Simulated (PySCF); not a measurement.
Species: N₂.
Cartesian coordinates in Å at the PBE0-D3(BJ)/def2-SVP level; atoms count from 1:
```
atom  x, y, z in Å
N1     0.549    0.000    0.000
N2    -0.549    0.000    0.000
```

The species is `N#N` (N2).

Computed at PBE0/pcSseg-1 (PySCF, non-relativistic), with Q(14N) = 0.02044 b: N1, 14N (I = 1): χzz = -5.735 MHz, η = 0.000.

Question: Find the zero-field quadrupole resonance frequencies of 14N at N1.

Answer: From ν± = (3/4)|χ|(1 ± η/3) and ν0 = |χ|η/2: ν+ 4.301 MHz, ν− 4.301 MHz (nitrogen bonded to N).

In a crystal, neighbours and librations shift these lines. Geometry: PBE0-D3(BJ)/def2-SVP; no solvent, vibrations or thermal averaging. A larger basis could move these couplings by a tenth or more.


Species: Cl2.
Z-matrix (Å and degrees, PBE0-D3(BJ)/def2-SVP geometry), rows numbered from 1:
```
Cl
Cl  1  2.0255
```

The species is `ClCl` (Cl2).

Computed at PBE0/pcSseg-1 (PySCF, non-relativistic), with Q(35Cl) = −0.0817 b: Cl1, 35Cl (I = 3/2): χzz = -120.1 MHz, η = 0.000.

Problem. Where would the pure quadrupole (NQR) lines of 35Cl at Cl1 fall for the rigid, isolated species?

Solution. From ν = (|χ|/2)√(1 + η²/3): ν = 60.03 MHz (chlorine bonded to Cl). For 37Cl the ratio of quadrupole moments, 0.7881, gives 47.31 MHz.

In a crystal, neighbours and librations shift these lines. The basis is small and wasn't made for field gradients, so the couplings can be 20 % off.

The run behind these numbers computed NMR shieldings as well. Rough CPU time on one thread of a shared machine: about 1.4 s.


TiCl4 (singlet state).
Structure used (PBE0-D3(BJ)/def2-SVP), in Å, numbered top down from 1:
```
atom  x, y, z in Å
Ti1   -0.0048    0.0004    0.0040
Cl2   -0.0004   -0.0191    2.1587
Cl3    2.0240    0.0085   -0.7089
Cl4   -1.0141    1.7650   -0.7099
Cl5   -1.0047   -1.7548   -0.7438
```

Computed at PBE0/pcSseg-1 (pcSseg-2 on Ti) (PySCF, non-relativistic), with Q(35Cl) = −0.0817 b: Cl2, 35Cl (I = 3/2): χzz = -13.03 MHz, η = 0.004.

Problem. Find the zero-field quadrupole resonance frequencies of 35Cl at Cl2.

Solution. From ν = (|χ|/2)√(1 + η²/3): ν = 6.517 MHz (chlorine bonded to Ti). For 37Cl the ratio of quadrupole moments, 0.7881, gives 5.136 MHz.

In a crystal, neighbours and librations shift these lines. Isolated species at its PBE0-D3(BJ)/def2-SVP geometry, gas phase. A larger basis could move these couplings by a tenth or more.
